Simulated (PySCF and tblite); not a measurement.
The numbers below are computed, except where a source is named.
C₅H₁₀, numbered as in [CH2:1]=[CH:2][CH2:3][CH2:4][CH3:5].

Geometries PBE0-D3(BJ)/def2-SVP; weights from CAM-B3LYP-D3(BJ)/def2-TZVP (IEF-PCM, chloroform) energies and GFN2-xTB thermal corrections, with symmetry numbers and mirror pairs. Conformers within 3 kcal/mol (GFN2-xTB free energy) were kept, 8 at most. GIAO shieldings: PBE0/pcSseg-1 (IEF-PCM, chloroform). Shifts are against TMS (¹H), TMS (¹³C) at the same level; of two unlike H on one atom, a is the less shielded. Run with PySCF (density fitting) and tblite.

Question: What shifts does this protocol give at 298.15 K under fast conformational exchange?

Answer: ¹H: 6.16 (H2, 1H), 5.38 (H1a, 1H), 5.31 (H1b, 1H), 2.01 (H3, 2H), 1.30 (H4, 2H), 0.97 (H5, 3H) ppm. ¹³C: 150.7 (C2), 122.4 (C1), 40.4 (C3), 25.6 (C4), 15.6 (C5) ppm.

Question: How do the conformers differ?

Answer: Torsions listed: C1–C2–C3–C4, C2–C3–C4–C5. Of a mirror pair one member is shown.
| conformer | shape | weight % |
| --- | --- | --- |
| 1 | -120°, -178° | 44.1 |
| 2 | -120°, 64° | 28.8 |
| 3 | 115°, 63° | 12.7 |
| 4 | 0°, 180° | 11.1 |
| 5 | 10°, 72° | 3.3 |

| signal | 1 | 2 | 3 | 4 | 5 | average |
| --- | --- | --- | --- | --- | --- | --- |
| H1a | 5.39 | 5.40 | 5.40 | 5.25 | 5.36 | 5.38 |
| H1b | 5.25 | 5.37 | 5.32 | 5.32 | 5.43 | 5.31 |
| H2 | 6.15 | 5.95 | 6.43 | 6.43 | 6.23 | 6.16 |
| H3 | 1.93 | 2.10 | 2.05 | 1.98 | 2.13 | 2.01 |
| H4 | 1.22 | 1.36 | 1.36 | 1.34 | 1.56 | 1.30 |
| H5 | 1.02 | 0.85 | 1.00 | 1.04 | 0.96 | 0.97 |
| C1 | 122.0 | 124.3 | 123.1 | 119.0 | 119.5 | 122.4 |
| C2 | 151.3 | 150.8 | 149.8 | 150.5 | 148.1 | 150.7 |
| C3 | 41.9 | 39.8 | 39.6 | 38.0 | 35.7 | 40.4 |
| C4 | 27.5 | 24.2 | 27.5 | 21.1 | 19.3 | 25.6 |
| C5 | 16.7 | 14.5 | 14.3 | 16.1 | 14.1 | 15.6 |

Question: Which signal moves most, for its nucleus, between 200 and 400 K through the change of populations alone?

Answer: C4: 25.9 ppm at 200 K, 25.7 ppm at 250 K, 25.6 ppm at 298.15 K, 25.5 ppm at 350 K, 25.4 ppm at 400 K. Exchange is taken as fast throughout; ring flips and hindered rotations can be slow on the NMR time scale at the lower temperatures.

Shifts are unscaled: against experiment ¹³C can be off by 15 ppm or more and ¹H by 0.8 ppm.
